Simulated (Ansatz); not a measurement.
# [GeH₃···H···GeH₃], doublet: transfer scan

Starting geometry:

| atom | x (Å) | y (Å) | z (Å) |
| --- | --- | --- | --- |
| Ge | -1.9305 | 0.0000 | 0.0000 |
| H | -2.4420 | 1.4466 | 0.0000 |
| H | -2.4420 | -0.7233 | 1.2528 |
| H | -2.4420 | -0.7233 | -1.2528 |
| H | -0.3962 | 0.0000 | 0.0000 |
| Ge | 1.9375 | 0.0000 | 0.0000 |
| H | 2.4062 | -1.4659 | 0.0000 |
| H | 2.4062 | 0.7330 | -1.2695 |
| H | 2.4062 | 0.7330 | 1.2695 |

From there atom H5 is moved from one fragment to the other while all else, the fragments' distance too, stays fixed, so the hump isn't the reaction's barrier; atoms are numbered as listed. Energies are in kcal/mol, counted from the starting geometry at the same level.

Basis cc-pVDZ; Ansatz 0.2.0. Only valence electrons are correlated (noble-gas cores and the filled d shells of p-block atoms frozen). R marks a restricted (for open shells ROHF) determinant, U an unrestricted one. No spin–orbit coupling is included, and no scalar relativity.

Full CI isn't at hand for all of this; UCCSDT(Q) serves as the reference, and is uncertain by the last step of the cluster series or more.

| distance Ge1-H5 (Å) | UMP2 |
| --- | --- |
| 1.534 | 0.0 |
| 1.649 | 1.7 |
| 1.879 | 8.2 |
| 2.108 | 5.2 |
| 2.338 | 0.2 |

Question: Estimate the UCCSDT(Q) curve in cc-pVDZ from this one, knowing how UMP2 errs.

Answer: The computed UCCSDT(Q) values, in kcal/mol from the starting point, and the error of UMP2 against them:
```tsv
distance Ge1-H5 (Å)	UCCSDT(Q)	UMP2 less UCCSDT(Q)
1.534	0.0	0.0
1.649	1.4	0.3
1.879	6.8	1.4
2.108	4.4	0.8
2.338	0.2	0.0
```

The error spans 1.4 kcal/mol and is largest, 1.4 kcal/mol, at 1.879 Å.

These errors take the starting point as zero, where UMP2 itself lies 38.6 kcal/mol above UCCSDT(Q) in total energy. In total energy its miss is smallest, 38.6 kcal/mol, at 1.534 and largest, 40.0 kcal/mol, at 1.879 Å.
